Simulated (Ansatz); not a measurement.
# C2NP: the cost of one run

All numbers are computed with the Python package of Ansatz 0.2.0. The levels of theory stand in the script.

## (1) The structure

Bond lengths: N1–C2 1.157 Å, C2–C3 1.412 Å, C3–P4 1.542 Å. Angles: N1–C2–C3 180.0°, C2–C3–P4 180.0°.

The script reads c2np.xyz:

```xyz
4

N    -1.95920   -0.01980   -0.01710
C    -0.80220   -0.00810   -0.00700
C     0.60960    0.00620    0.00530
P     2.15190    0.02180    0.01870
```

## (2) The script

Contents of run_methods.py:

```python
"""One geometry of C2NP, method by method."""

import warnings

import ansatz as az

warnings.simplefilter("ignore", az.DeckWarning)

molecule = az.Crystal.molecule_from_extxyz("c2np.xyz")

calculation = molecule.calculation().basis(gaussian="cc-pVDZ")

methods = ["mp2", "ccsd", "ccsd_t"]
reports = [calculation.correlation(m).run().report for m in methods]
print(f"Hartree-Fock reference {reports[0]['reference_energy_ev'] / 27.211386246:.6f} Ha")
best = reports[-1]["free_energy_ev"] - reports[-1]["reference_energy_ev"]
for method, each in zip(methods, reports):
    gained = each["free_energy_ev"] - each["reference_energy_ev"]
    print(f"{method:8s} total {each['free_energy_ev'] / 27.211386246:.6f} Ha  correlation {gained:9.4f} eV  ({100 * gained / best:.1f} % of the last)")
```

## (3) The calls as engine input

The package turns the script's settings into the engine's input (first run):

```yaml
crystal:
  periodic: [false, false, false]
  atoms:
    - { symbol: "N", position_ang: [-1.9592, -0.0198, -0.0171] }
    - { symbol: C, position_ang: [-0.8022, -0.0081, -0.007] }
    - { symbol: C, position_ang: [0.6096, 0.0062, 0.0053] }
    - { symbol: P, position_ang: [2.1519, 0.0218, 0.0187] }
basis:
  gaussian:
    orbitals: cc-pVDZ
correlation:
  method: mp2
```

## (4) The run

The run is started by

```console
$ python run_methods.py
```

**Question.** How long does this script take on 1 thread of Arm Neoverse N1, shared host, and how much memory does it need?

About 5.8 s, with a peak of 0.19 GiB.
